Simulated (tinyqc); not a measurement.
Worked calculation: Hueckel theory of the pi electrons, for the molecule NC(Cl)=C1C=C1 (SMILES; centres numbered as the heavy atoms are written). One step of it, computed by the program tinyqc.

Question. Orbitals. Diagonalise; E = alpha + x beta with beta < 0, so the largest x are filled first; degenerate levels share their electrons. P = sum n_i c_ri c_si; each orbital has its largest coefficient positive (the first on a tie).

Hueckel matrix in units of beta (H = alpha + beta A), order 1N, 2C, 3Cl, 4C, 5C, 6C:
$$\begin{pmatrix}
1.470000 & 0.900000 & 0.000000 & 0.000000 & 0.000000 & 0.000000 \\
0.900000 & 0.000000 & 0.370000 & 1.000000 & 0.000000 & 0.000000 \\
0.000000 & 0.370000 & 1.940000 & 0.000000 & 0.000000 & 0.000000 \\
0.000000 & 1.000000 & 0.000000 & 0.000000 & 1.000000 & 1.000000 \\
0.000000 & 0.000000 & 0.000000 & 1.000000 & 0.000000 & 1.000000 \\
0.000000 & 0.000000 & 0.000000 & 1.000000 & 1.000000 & 0.000000
\end{pmatrix}$$

pi electrons, sum of z_r less the charge = 8

Give: x values; occupations; coefficients; charge and bond-order matrix P.

Answer.

x values: [2.3601, 1.9574, 1.7178, -0.0557, -1.0000, -1.5695]

occupations: [2.0000, 2.0000, 2.0000, 2.0000, 0.0000, 0.0000]

coefficients, order 1N, 2C, 3Cl, 4C, 5C, 6C:
$$\begin{pmatrix}
0.4340 & 0.0729 & 0.7882 & -0.3969 & 0.0000 & 0.1660 \\
0.4292 & 0.0395 & 0.2170 & 0.6728 & 0.0000 & -0.5607 \\
0.3780 & 0.8412 & -0.3612 & -0.1247 & 0.0000 & 0.0591 \\
0.4825 & -0.2996 & -0.2030 & 0.3659 & 0.0000 & 0.7088 \\
0.3548 & -0.3129 & -0.2828 & -0.3466 & 0.7071 & -0.2758 \\
0.3548 & -0.3129 & -0.2828 & -0.3466 & -0.7071 & -0.2758
\end{pmatrix}$$

charge and bond-order matrix P, order 1N, 2C, 3Cl, 4C, 5C, 6C:
$$\begin{pmatrix}
1.9449 & 0.1862 & -0.0196 & -0.2354 & 0.0916 & 0.0916 \\
0.1862 & 1.3712 & 0.0663 & 0.7949 & -0.3093 & -0.3093 \\
-0.0196 & 0.0663 & 1.9930 & -0.0838 & 0.0326 & 0.0326 \\
-0.2354 & 0.7949 & -0.0838 & 0.9953 & 0.3910 & 0.3910 \\
0.0916 & -0.3093 & 0.0326 & 0.3910 & 0.8478 & 0.8478 \\
0.0916 & -0.3093 & 0.0326 & 0.3910 & 0.8478 & 0.8478
\end{pmatrix}$$
